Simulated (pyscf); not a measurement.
Thermochemistry of product channels of `[BH2][F]` on the singlet surface, in kcal/mol, from ωB97M-D3(BJ)/def2-TZVP energies (ideal gas, 1 atm, RRHO with modes under 100 cm⁻¹ raised to 100, one conformer, R ln 2 for rigid chiral ones). Optimised with ωB97X-D3(BJ)/def2-SVP in PySCF.

```tsv
products	ΔE	ΔH(298 K)	ΔG(600 K)	ΔG(1200 K)
`[B][F]` [singlet] + `[H][H]`	(withheld)	+48.1	+32.0	+14.7
`[BH]` [singlet] + `[FH]`	(withheld)	+118.6	+100.5	+81.4
```

Task: Complete the blanks.

Result: 
- `[B][F]` [singlet] + `[H][H]`, ΔE: +52.3
- `[BH]` [singlet] + `[FH]`, ΔE: +121.8

These are energies of the channels, which say nothing of barriers.
